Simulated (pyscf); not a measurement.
One four-centre exchange on the singlet surface with elements of a group swapped. ωB97M-D3(BJ)/def2-TZVP, eV, from the separated reactants. Single points on ωB97X-D3(BJ)/def2-SVP structures (PySCF, gas phase).

```json
[
 {"step": "H₂N–AlH–OH + H₂ → HO–AlH₂ + NH₃", "barrier": "?", "reaction energy": "?", "imaginary mode (i cm⁻¹)": "1298"},
 {"step": "H₂N–GaH–OH + H₂ → HO–GaH₂ + NH₃", "barrier": "1.05", "reaction energy": "+0.20", "imaginary mode (i cm⁻¹)": "1392"}
]
```

Question: Fill in the missing entries.

Answer: 
- H₂N–AlH–OH + H₂ → HO–AlH₂ + NH₃, barrier: 0.91
- H₂N–AlH–OH + H₂ → HO–AlH₂ + NH₃, reaction energy: +0.76

Row 1: On the product side the descent ends in an adduct with a Al–N contact, 1.30 eV under the separated species and 1.39 eV under the saddle at ωB97X-D3(BJ)/def2-TZVP. Row 2: On the product side the descent ends in an adduct with a Ga–N contact (not fully relaxed), 1.01 eV under the separated species and 1.77 eV under the saddle at ωB97X-D3(BJ)/def2-TZVP. Each row is the saddle that its search found. Elements up to Kr have no core potential and no relativistic terms here.
